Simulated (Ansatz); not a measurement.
Gas-phase electronic energies from Ansatz, PBE0-D4/def2-TZVP geometries. CBS: MP2 limit from def2 TZ/QZ plus the TZ coupled-cluster correction, frozen cores. This one scheme is used for every species. DFT in def2-TZVPP. One conformer a species, not always the lowest.

Consider the formal exchange of groups at a C–C bond: `OCC#CS` + CH₄ → `CC#CS` + CH₃OH.

| species | LDA (SPW92) energy (Eh) |
| --- | --- |
| `OCC#CS` | -587.16508 |
| CH₄ | -40.11572 |
| `CC#CS` | -512.43995 |
| CH₃OH | -114.83507 |

Q: Work out ΔE.

A: ΔE = (-512.43995) + (-114.83507) − (-587.16508) − (-40.11572) = 0.00578 Eh = +15.2 kJ/mol. CCSD(T)/CBS gives +9.4 kJ/mol.

Largest T1 diagnostic among the species: 0.012.

Leaving LDA and LC-ωPBE aside and taking each functional with its dispersion term where it has one, the values, not all of them listed here, spread over 5.1 kJ/mol, from BHLYP-D4 to B97M-V. In def2-TZVPP, CCSD(T) changes the Hartree–Fock value by +6.6 kJ/mol (the triples alone add +1.9 kJ/mol) and MP2 by +6.9 kJ/mol. From BLYP to BHLYP (50 % exact exchange), in def2-TZVPP and without D4, ΔE moves by −3.9 kJ/mol.
